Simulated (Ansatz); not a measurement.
`FC1CC1(F)F` and `C[C@@]1(F)C[C@H]1F` differ in one atom or group.

Ansatz, PBE0-D4/def2-TZVP geometries, multiplicity 1. 

```csv
property,`FC1CC1(F)F`
LUMO energy (PBE0/def2-TZVPP) / eV,0.94
HOMO–LUMO gap (PBE/def2-TZVPP) / eV,6.70
size of the dipole moment (PBE/def2-TZVPP) / D,2.04
LUMO energy (PBE/def2-TZVPP) / eV,-0.14
HOMO energy (PBE0/def2-TZVPP) / eV,-8.44
LUMO energy (B3LYP/def2-TZVPP) / eV,0.64
```

(1) What does the change do to each property? (Estimate.)

Results:

(1) Ansatz gave: 
```tsv
property	`C[C@@]1(F)C[C@H]1F`	shift
LUMO energy (PBE0/def2-TZVPP) / eV	1.39	0.45
HOMO–LUMO gap (PBE/def2-TZVPP) / eV	6.83	0.13
size of the dipole moment (PBE/def2-TZVPP) / D	0.96	-1.08
LUMO energy (PBE/def2-TZVPP) / eV	0.34	0.48
HOMO energy (PBE0/def2-TZVPP) / eV	-7.99	0.45
LUMO energy (B3LYP/def2-TZVPP) / eV	1.09	0.45
```

Dipoles are sizes alone; their direction can turn.

B3LYP here is the variant with VWN-RPA as its local correlation; programs differ in this.
